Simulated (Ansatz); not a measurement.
C$_{2}$H$_{5}$FS$_{2}$, SMILES `CC(F)SS` at its PBE0-D4/def2-TZVP geometry, where that method's forces vanish. The species carries charge 0 and has multiplicity 1.

```xyz
10

C     0.2342   -0.1997    1.1759
C    -0.6312    0.5107    0.1749
F    -1.6623   -0.3240   -0.2063
S     0.2294    1.1566   -1.2811
S     1.2750   -0.4400   -1.9945
H     0.7257   -1.0557    0.7116
H     0.9948    0.4784    1.5643
H    -0.3850   -0.5533    2.0027
H    -1.0820    1.4171    0.5980
H     0.3015   -0.9900   -2.7456
```

**Question.** What forces (eV/Å) does r2SCAN-D4/def2-TZVPP give on these atoms in the Gaussian-basis code of Ansatz? (Estimate.)

**Answer.** The calculation gave: 
```
C1   0.063 -0.069  0.094
C2   0.137  0.224  0.215
F3  -0.279 -0.255 -0.098
S4   0.042  0.184 -0.120
S5   0.089 -0.086 -0.051
H6  -0.016  0.020  0.009
H7  -0.011 -0.015 -0.007
H8   0.006  0.005 -0.014
H9  -0.011  0.018  0.001
H10 -0.018 -0.027 -0.029
```
